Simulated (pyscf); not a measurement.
InH [singlet] + ammonia (NH₃) → H₂N–In [singlet] + hydrogen (H₂), a four-centre exchange (singlet surface; H–In, H–N broken, In–N, H–H formed). Structures and frequencies: ωB97X-D3(BJ)/def2-SVP in PySCF. Energies in eV from the separated reactants.

Small-basis levels: PySCF, no dispersion term, spherical d functions. AM1 to PM7: differences of heats of formation from MOPAC, which are fitted to 298 K values and so differ in kind from electronic energies by zero-point and thermal terms. GFN2-xTB: tblite. 

```
level                   barrier  reaction energy
----------------------  -------  ---------------
HF/6-31G*+LANL2DZ          1.28            -0.16
MP2/6-31G*+LANL2DZ         0.65            -0.70
SVWN5/6-31G*+LANL2DZ      -0.07            -0.55
BP86/6-31G*+LANL2DZ        0.33            -0.58
PBE/6-31G*+LANL2DZ         0.27            -0.58
B3LYP/6-31G*+LANL2DZ       0.55            -0.51
M06-2X/6-31G*+LANL2DZ      0.51            -0.53
PBE/def2-SVP               0.28            -0.33
B3LYP/def2-SVP             0.55            -0.25
GFN2-xTB                   0.23            -0.14
PM3                        0.26            -1.45
PM6                       -0.21            -2.02
ωB97M-D3(BJ)/def2-TZVP     0.69            -0.27
```

Against the last row the barrier runs from -0.90 (PM6) to +0.59 eV (HF/6-31G*+LANL2DZ). At SVWN5/6-31G*+LANL2DZ, PM6 this geometry lies under one side, so the entry may be no barrier of that level: it is a single point on another level's saddle. ωB97M-D3(BJ)/def2-TZVP has limits of its own. On the reactant side the descent ends in a bound adduct (not fully relaxed), 0.55 eV under the separated species and 1.11 eV under the saddle at ωB97X-D3(BJ)/def2-TZVP. At ωB97X-D3(BJ)/def2-TZVP the barrier from the zero used here is 0.56 eV. One saddle was located; it need not be the lowest between these sides. In the def2 sets elements past Kr carry core potentials, without spin-orbit coupling.
